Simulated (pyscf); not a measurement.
Single points on ωB97X-D3(BJ)/def2-SVP structures (PySCF, gas phase). MP2 and CC: frozen core, UHF for open shells. ΔMP2 is the change of the MP2 total energy from the triple- to the quadruple-zeta basis.

SMILES: OPO
```xyz
6

O      0.8093    -0.8491    -0.7081
P     -0.2944     0.1037     0.0855
O      0.3589     1.6291     0.0368
H      0.4694    -1.0837    -1.5799
H      0.2166    -0.1924     1.3773
H     -0.1250     2.1698    -0.5988
```
Charge 0, spin multiplicity 1.

### Question
What are the homolytic bond dissociation enthalpies (298 K) of HO–PH–OH at CCSD(T)/def2-TZVPP + ΔMP2(QZVPP), weakest first?

### Answer
H–P to HO–P•–OH + H•: 3.32 eV; H–O to •O–PH–OH + H•: 3.42 eV; O–P to OH• + HO–PH•: 4.21 eV. Ring and multiple bonds, and those that leave no two simple radicals, are not listed. Other isomers of HO–PH•, •O–PH–OH, HO–P•–OH were not searched in full and may lie lower. The CCSD(T) − MP2 part came from Ansatz, without density fitting, on the same reference. Left out: the spin-orbit lowering of OH.
